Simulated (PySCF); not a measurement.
C4H4FP.
Numbering: `[CH:1]#[C:2][CH2:3]/[P:4]=[CH:5]\[F:6]` (hydrogens: H7 on C1; H8, H9 on C3; H10 on C5)

The same species was optimised twice, with GFN2-xTB and with PBE0-D3(BJ)/def2-SVP (PySCF), and the same property calculations (PySCF, gas phase) were run on both structures.

| coordinate | GFN2-xTB | PBE0-D3(BJ)/def2-SVP | change |
| --- | --- | --- | --- |
| C5–F6 (Å) | 1.345 | 1.326 | -0.019 |
| C1≡C2 (Å) | 1.197 | 1.211 | +0.014 |
| C2–C3 (Å) | 1.444 | 1.451 | +0.007 |
| P4=C5 (Å) | 1.672 | 1.675 | +0.003 |
| C3–P4 (Å) | 1.882 | 1.884 | +0.002 |
| C2–C3–P4 (°) | 109.6 | 111.6 | +2.0 |
| C3–P4–C5 (°) | 100.8 | 99.7 | -1.1 |
| P4–C5–F6 (°) | 125.6 | 126.4 | +0.8 |
| C1–C2–C3 (°) | 178.0 | 178.5 | +0.5 |
| C2–C3–P4–C5 (°) | 94 | 90 | -4 |

Rotational constants: A = 4640, B = 1933, C = 1580 MHz (GFN2-xTB) against A = 4504, B = 1972, C = 1579 MHz (PBE0-D3(BJ)/def2-SVP). Point groups within 0.08 Å: C1 and C1.

On the GFN2-xTB structure: lowest triplet, Tamm–Dancoff (eV) 2.79 [PBE0/def2-SVPD]; isotropic polarisability (au) 72.7 [PBE0/def2-SVPD]; HOMO (eV) -7.36 [PBE0/def2-SVPD]; LUMO (eV) -1.67 [PBE0/def2-SVPD]; dipole (D) 0.48 [PBE0/def2-SVPD]; HOMO (eV) -7.35 [PBE0/pcSseg-1]; LUMO (eV) -1.64 [PBE0/pcSseg-1]; dipole (D) 0.52 [PBE0/pcSseg-1]; GIAO shielding of C1 (ppm) 109.8 [PBE0/pcSseg-1]; GIAO shielding of C2 (ppm) 102.9 [PBE0/pcSseg-1]; GIAO shielding of C3 (ppm) 174.6 [PBE0/pcSseg-1]; GIAO shielding of P4 (ppm) 152.6 [PBE0/pcSseg-1]; GIAO shielding of C5 (ppm) -24.2 [PBE0/pcSseg-1]; GIAO shielding of F6 (ppm) 210.7 [PBE0/pcSseg-1].

Task: What do these properties become on the PBE0-D3(BJ)/def2-SVP structure?

Result: 
| property | level | on GFN2-xTB | on PBE0-D3(BJ)/def2-SVP | change |
| --- | --- | --- | --- | --- |
| lowest triplet, Tamm–Dancoff (eV) | PBE0/def2-SVPD | 2.79 | 2.78 | -0.01 |
| isotropic polarisability (au) | PBE0/def2-SVPD | 72.7 | 73.5 | +0.8 |
| HOMO (eV) | PBE0/def2-SVPD | -7.36 | -7.34 | +0.02 |
| LUMO (eV) | PBE0/def2-SVPD | -1.67 | -1.66 | +0.01 |
| dipole (D) | PBE0/def2-SVPD | 0.48 | 0.50 | +0.02 |
| energy, GFN2-xTB geometry as zero (kcal/mol) | PBE0/def2-SVPD | 0.0 | -0.8 | -0.8 |
| HOMO (eV) | PBE0/pcSseg-1 | -7.35 | -7.32 | +0.03 |
| LUMO (eV) | PBE0/pcSseg-1 | -1.64 | -1.63 | +0.01 |
| dipole (D) | PBE0/pcSseg-1 | 0.52 | 0.56 | +0.04 |
| energy, GFN2-xTB geometry as zero (kcal/mol) | PBE0/pcSseg-1 | 0.0 | -0.2 | -0.2 |
| GIAO shielding of C1 (ppm) | PBE0/pcSseg-1 | 109.8 | 108.6 | -1.2 |
| GIAO shielding of C2 (ppm) | PBE0/pcSseg-1 | 102.9 | 102.1 | -0.8 |
| GIAO shielding of C3 (ppm) | PBE0/pcSseg-1 | 174.6 | 173.2 | -1.4 |
| GIAO shielding of P4 (ppm) | PBE0/pcSseg-1 | 152.6 | 158.3 | +5.7 |
| GIAO shielding of C5 (ppm) | PBE0/pcSseg-1 | -24.2 | -25.7 | -1.5 |
| GIAO shielding of F6 (ppm) | PBE0/pcSseg-1 | 210.7 | 205.9 | -4.8 |

The heavy atoms differ by 0.051 Å rms after alignment. Among bonds between heavy atoms C5–F6 changes most (-0.019 Å). Changes are differences of the printed values. Neither structure is proved a minimum here.

Conformer computed: `[CH:1]#[C:2][CH2:3]/[P:4]=[CH:5]\[F:6]`: C2–C3–P4–C5 90°.
